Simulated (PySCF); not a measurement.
Input of a driver script around PySCF for `C=CC=C(F)F`, coordinates in Å (PBE0-D3(BJ)/def2-SVP geometry):
```
{"job": {"kind": "eom", "basis": "aug-cc-pVDZ", "nee": 0}, "charge": 0, "multiplicity": 1}
C      1.859401    -0.312986     0.118452
C      0.611069    -0.248021    -0.364809
C     -0.527412     0.240200     0.389288
C     -1.768369     0.301396    -0.098042
F     -2.119960    -0.072303    -1.303912
F     -2.807150     0.742716     0.565390
H      2.685310    -0.686094    -0.490682
H      2.094341     0.004756     1.138712
H      0.415464    -0.576182    -1.391229
H     -0.393681     0.584974     1.416469
```

Problem. What does the run print?

Solution. 
```
E(HF) = -352.6695419363
E(MP2) = -353.6129745671
E(CCSD) = -353.6491350951
T1 diagnostic = 0.0131

EOM-IP-CCSD (eV)   Koopmans (eV)
   9.0349       9.0077
  11.9043      12.4728
  12.9975      14.1332
  14.4018      15.9233
  14.9308      16.6186
  15.6791      18.3526
  15.9873      18.0738
  16.0670      18.9475
```

Level of theory: CCSD and EOM-CCSD/aug-cc-pVDZ in PySCF, restricted Hartree–Fock reference, frozen core, non-relativistic, gas phase, PBE0-D3(BJ)/def2-SVP geometry. Each EOM-IP line stands beside −ε of the orbital with the largest one-hole amplitude.

Problem. What correlation energies follow, and how does the T1 diagnostic stand?

Solution. MP2 -0.94343 Eh, CCSD -0.97959 Eh; CCSD lies 36.2 mEh below MP2. T1 = 0.0131, below the customary warning level of 0.02.

Problem. Which orbital leads each EOM-IP root, and how large is the one-hole share of its vector?

Solution. 9.03 eV: HOMO, one-hole share 0.96; 11.90 eV: HOMO-1, one-hole share 0.94; 13.00 eV: HOMO-2, one-hole share 0.95; 14.40 eV: HOMO-3, one-hole share 0.95; 14.93 eV: HOMO-4, one-hole share 0.94; 15.68 eV: HOMO-6, one-hole share 0.94; 15.99 eV: HOMO-5, one-hole share 0.94; 16.07 eV: HOMO-7, one-hole share 0.94.

On one thread, Arm Neoverse V2 (aarch64), shared host with 96 logical CPUs at a one-minute load of 65, this took 13 min and 3.1 GiB of memory at its peak.

Conformer computed: `[CH2:1]=[CH:2][CH:3]=[C:4]([F:5])[F:6]`: C1–C2–C3–C4 180°.
